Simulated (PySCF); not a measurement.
## Electric field gradients and quadrupole coupling constants

SiCl2.
Z-matrix (Å and degrees, PBE0-D3(BJ)/def2-SVP geometry), rows numbered from 1:
```
Si
Cl  1  2.0901
Cl  1  2.0904  2  100.94
```

Field gradients from the PBE0/pcSseg-1 density (PySCF, non-relativistic), principal values in atomic units, ordered |Vxx| ≤ |Vyy| ≤ |Vzz|:

```json
{"atom": "Cl2", "Vxx": "-0.1757", "Vyy": "-1.3724", "Vzz": "1.5481"}
{"atom": "Cl3", "Vxx": "-0.1762", "Vyy": "-1.3726", "Vzz": "1.5488"}
```

Problem. Find the asymmetry η = (Vxx − Vyy)/Vzz and the couplings χ = eQV/h (234.96 MHz × Q in barn × V in au), with Q(35Cl) = −0.0817 b.

Solution. 
```tsv
atom	environment	nucleus	η	χzz (MHz)	χxx (MHz)	χyy (MHz)
Cl2	chlorine bonded to Si	35Cl	0.77	-29.72	3.37	26.34
Cl3	chlorine bonded to Si	35Cl	0.77	-29.73	3.38	26.35
```

The tensor is traceless: Vxx + Vyy + Vzz = 0.

Problem. What is Vzz at Cl2 in SI units (1 au = 9.71736 × 10²¹ V/m²)?

Solution. 1.5481 au = 15.044 × 10²¹ V/m².

Problem. And the gradient at the other heavy atoms, for which no coupling is worked out here?

Solution. 
```csv
atom,environment,Vzz (au),η
Si1,silicon bonded to 2 Cl,1.189,0.77
```

Geometry: PBE0-D3(BJ)/def2-SVP; no solvent, vibrations or thermal averaging. These gradients aren't converged with respect to the basis.
